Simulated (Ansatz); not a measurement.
Potential energy surface of CH₂, triplet: symmetric bend, bond length relaxed. Scanned: H-C-H angle. Other coordinates (C-H bond length) were minimised at PBE0/def2-TZVP.

The free coordinates were minimised at PBE0/def2-TZVP in PySCF; the energy column is full CI/def2-TZVP, frozen core (Ansatz, a quantum-chemistry and plane-wave program), in kJ/mol.

```
a / °   C-H bond length / Å      E
------  -------------------  -----
170.69                1.069   21.5
163.67                1.070   17.3
155.26                1.072   10.7
146.64                1.075    4.3
138.49                1.078    0.3
130.01                1.081    0.0
123.31                1.083    3.5
117.98                1.085    9.1
108.16                1.090   27.0
101.81                1.093   44.4
90.02                 1.100   90.4
84.50                 1.104  118.6
76.72                 1.110  166.0
69.99                 1.116  214.8
```

The scan ran from 180.0 to 60.0; beyond the range shown the relaxed coordinates jump or full CI changes its symmetry label.
